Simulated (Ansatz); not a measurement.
# SiH3F (SMILES F[SiH3]) at 6 levels

We compute a comparison of 6 runs (UHF/STO-3G, PBE0/STO-3G, UPBE0/STO-3G, r2SCAN/STO-3G, r2SCAN0/STO-3G, CCSDT/STO-3G) of SiH3F. 

Program for the calculation: Ansatz 0.2.0.

57 further runs of the same task are left out: 2 that didn't finish, 55 set aside as unsound or not needed.

## 1. Starting point

The species is SiH3F (5 atoms), meant as a singlet with charge 0. As SMILES, `F[SiH3]`. The H3–Si2 distance was set to 3.704 Å, away from the relaxed value. At this shape a bond of the SMILES string is far longer than usual.

Bond lengths: F1–Si2 1.600 Å, Si2–H4 1.482 Å, Si2–H5 1.482 Å. Angles: F1–Si2–H4 108.3°, F1–Si2–H5 108.3°, H4–Si2–H5 110.6°.

## 2. The energy at UHF/STO-3G (run 1)

Input file in.yaml:

```yaml
crystal:
  periodic: [false, false, false]
  atoms:
    - symbol: F
      position_ang: [-0.657948, 0.422751, 2.977506]
    - symbol: Si
      position_ang: [0.659952, 0.240651, 2.088806]
    - symbol: H
      position_ang: [-0.367800, -0.192600, -1.443700]
    - symbol: H
      position_ang: [1.385252, -0.957949, 2.571106]
    - symbol: H
      position_ang: [1.497152, 1.453351, 2.242906]
basis:
  gaussian: {orbitals: STO-3G}
hamiltonian: {xc: hf}
accuracy: high
magnetization: {spin_polarized: true}
```

Command:

```console
$ ansatz run in.yaml --threads 1 --pin off --max-ram 2610MiB --events-out events.jsonl --progress --plain --runs-dir runs
```

Output:

```text
Warning: RAYON_NUM_THREADS=1 ignored (pool sized by the plan → 1); use --threads N
Functional definition: HF
  name "HF"
  exchange = exact_x
  correlation = 0
284 factors; integrals over basis functions are off by at most 3.1e-8 eV
mean field evaluation 1: about -10470.3147 eV, gradient 1.5e1 eV
mean field evaluation 2: about -10470.3292 eV, gradient 1.5e1 eV
mean field evaluation 4: about -10472.9425 eV, gradient 7.9e0 eV
mean field evaluation 8: about -10476.3931 eV, gradient 4.7e0 eV
mean field evaluation 16: about -10476.7667 eV, gradient 2.9e-8 eV
mean field evaluation 32: about -10482.2785 eV, gradient 1.5e-1 eV
mean field evaluation 64: about -10476.0897 eV, gradient 5.4e0 eV
mean field -10482.31289245 eV, -385.2178936306 hartree, gradient 6.7e-8 eV, S^2 0.999355; 3 other end points of the search recorded, 0 dependent functions left out
reference -10482.31289245 eV, -385.2178936306 hartree; 13, 13 occupied and 4, 4 virtual orbitals, 284 factors
Total energy: -10482.31289245 eV, -385.2178936306 hartree
```

Run time: 0.24 s. Hardware: 1 thread of Intel Xeon Platinum 8259CL at 2.50GHz (Skylake/Cascade Lake), shared host.

## 3. A single-point energy at PBE0/STO-3G (run 2)

Input file job.yaml:

```yaml
crystal:
  periodic: [false, false, false]
  atoms:
    - symbol: F
      position_ang: [-0.657948, 0.422751, 2.977506]
    - symbol: Si
      position_ang: [0.659952, 0.240651, 2.088806]
    - symbol: H
      position_ang: [-0.367800, -0.192600, -1.443700]
    - symbol: H
      position_ang: [1.385252, -0.957949, 2.571106]
    - symbol: H
      position_ang: [1.497152, 1.453351, 2.242906]
basis:
  gaussian:
    orbitals: STO-3G
hamiltonian:
  xc: pbe0
accuracy: high
```

Command:

```console
$ ansatz run job.yaml --threads 1 --pin off --max-ram 2610MiB --events-out events.jsonl --progress --plain --runs-dir runs
```

Output:

```text
Warning: RAYON_NUM_THREADS=1 ignored (pool sized by the plan → 1); use --threads N
Functional definition: PBE0
  name "PBE0"
  parameter a = 0.25
  parameter kappa = 0.804
  parameter beta = 0.06672455060314922
  exchange = (1 - a)*pbe_x(kappa = kappa, mu = beta*pi^2/3) + a*exact_x
  correlation = pbe_c(beta = beta)
284 factors; integrals over basis functions are off by at most 3.1e-8 eV
mean field evaluation 1: about -10490.4978 eV, gradient 2.2e1 eV
mean field evaluation 2: about -10485.5127 eV, gradient 2.6e1 eV
mean field evaluation 4: about -10494.2068 eV, gradient 1.7e1 eV
mean field evaluation 8: about -10494.6069 eV, gradient 1.6e1 eV
mean field evaluation 16: about -10499.3589 eV, gradient 1.1e-8 eV
mean field -10499.35888200 eV, -385.8443221924 hartree, gradient 6.1e-8 eV, S^2 0.000000; 0 other end points of the search recorded, 0 dependent functions left out
reference -10499.35888338 eV, -385.8443222432 hartree; 13, 13 occupied and 4, 4 virtual orbitals, 284 factors
Total energy: -10499.35888338 eV, -385.8443222432 hartree
```

It took 1 s on 1 thread of Intel Xeon Platinum 8259CL at 2.50GHz (Skylake/Cascade Lake), shared host; peak memory 0.11 GiB.

## 4. A single-point energy at UPBE0/STO-3G (run 3)

Input file molecule.yaml:

```yaml
crystal:
  periodic: [false, false, false]
  atoms:
    - {symbol: F, position_ang: [-0.657948, 0.422751, 2.977506]}
    - {symbol: Si, position_ang: [0.659952, 0.240651, 2.088806]}
    - {symbol: H, position_ang: [-0.367800, -0.192600, -1.443700]}
    - {symbol: H, position_ang: [1.385252, -0.957949, 2.571106]}
    - {symbol: H, position_ang: [1.497152, 1.453351, 2.242906]}
basis:
  gaussian: {orbitals: STO-3G}
magnetization: {spin_polarized: true, initial_magnetization: 0}
hamiltonian: {xc: pbe0}
accuracy: high
```

Command:

```console
$ ansatz run molecule.yaml --threads 1 --pin off --max-ram 2610MiB --events-out events.jsonl --progress --plain --runs-dir runs
```

Output, cut to the lines that bear on the results:

```text
Warning: RAYON_NUM_THREADS=1 ignored (pool sized by the plan → 1); use --threads N
[... 7 set-up lines as earlier in the session ...]
284 factors; integrals over basis functions are off by at most 3.1e-8 eV
mean field evaluation 1: about -10490.4978 eV, gradient 1.6e1 eV
mean field evaluation 2: about -10485.5127 eV, gradient 1.8e1 eV
mean field evaluation 4: about -10494.2068 eV, gradient 1.2e1 eV
mean field evaluation 8: about -10494.6069 eV, gradient 1.2e1 eV
mean field evaluation 16: about -10500.3592 eV, gradient 3.3e0 eV
mean field evaluation 32: about -10501.6394 eV, gradient 8.8e-2 eV
mean field -10501.62535015 eV, -385.9276133607 hartree, gradient 1.0e-8 eV, S^2 0.996421; 2 other end points of the search recorded, 0 dependent functions left out
reference -10501.62535165 eV, -385.9276134160 hartree; 13, 13 occupied and 4, 4 virtual orbitals, 284 factors
Total energy: -10501.62535165 eV, -385.9276134160 hartree
```

Wall time 3 s (1 thread of Intel Xeon Platinum 8259CL at 2.50GHz (Skylake/Cascade Lake), shared host); peak memory 0.14 GiB.

Runs 4 to 5 aren't shown in full; the table further down has their settings and results.

## 5. The energy at CCSDT/STO-3G (run 6)

Input file run.yaml:

```yaml
crystal:
  periodic: [false, false, false]
  atoms:
    - {symbol: F, position_ang: [-0.657948, 0.422751, 2.977506]}
    - {symbol: Si, position_ang: [0.659952, 0.240651, 2.088806]}
    - {symbol: H, position_ang: [-0.367800, -0.192600, -1.443700]}
    - {symbol: H, position_ang: [1.385252, -0.957949, 2.571106]}
    - {symbol: H, position_ang: [1.497152, 1.453351, 2.242906]}
basis:
  gaussian:
    orbitals: STO-3G
accuracy: high
scf:
  omitted_lower_state_checks: [cluster_reference, increment]
correlation:
  method: ccsdt
  frozen_orbitals: {F: 1, H: 0, Si: 5}
```

Command:

```console
$ ansatz run run.yaml --threads 1 --pin off --max-ram 2610MiB --events-out events.jsonl --progress --plain --runs-dir runs
```

Output:

```text
Warning: RAYON_NUM_THREADS=1 ignored (pool sized by the plan → 1); use --threads N
[... 12 lines left out ...]
6 core orbitals not correlated: weight in the atoms' cores, before any rotation towards them, 1.000 or more for the frozen orbitals, at most 0.000 for the correlated occupied ones
[... 34 lines left out ...]
WARN: these amplitudes may be one of several solutions (largest doubles amplitude 0.92, level shift 13.18 eV)
Total energy: -10484.15860179 eV, -385.2857221978 hartree
Checks for a lower state left out: cluster_reference, increment
```

It took 0.3 s on 1 thread of Intel Xeon Platinum 8259CL at 2.50GHz (Skylake/Cascade Lake), shared host.

## 6. The series

```tsv
run	level	frozen core orbitals	energy (Eh)	wall time
1	UHF/STO-3G	–	-385.217894	0.24 s
2	PBE0/STO-3G	–	-385.844322	1 s
3	UPBE0/STO-3G	–	-385.927613	3 s
4	r2SCAN/STO-3G	–	-386.020695	2.3 s
5	r2SCAN0/STO-3G	–	-385.989448	2.2 s
6	CCSDT/STO-3G	6	-385.285722	0.3 s
```

## 7. What came out

| quantity | value |
| --- | --- |
| run 6: total energy | -385.28572 Eh |
| run 6: correlation energy (6 core orbitals frozen) | -271.6 mEh |
| run 6: T1 diagnostic | 0.042 |

**Reading.** Totals of different functionals can't be ranked against each other. In run 6 the log says that unrestricted orbitals would lower the reference, so the values rest on an unstable closed-shell determinant (other closed-shell runs at this shape may share the fault). In runs 1, 2, 3, 4, 5, 6 the basis is minimal, so the values are rough. In runs 2, 4, 5 a closed-shell determinant meets a far-stretched bond, which it describes badly. Spin contamination of the reference: run 1 ⟨S²⟩ = 1.00, run 3 ⟨S²⟩ = 1.00. Where it is this large, the reference is a mixture of spin states, and values that rest on it are in doubt. All runs together took 9.1 s, the longest 3 s.
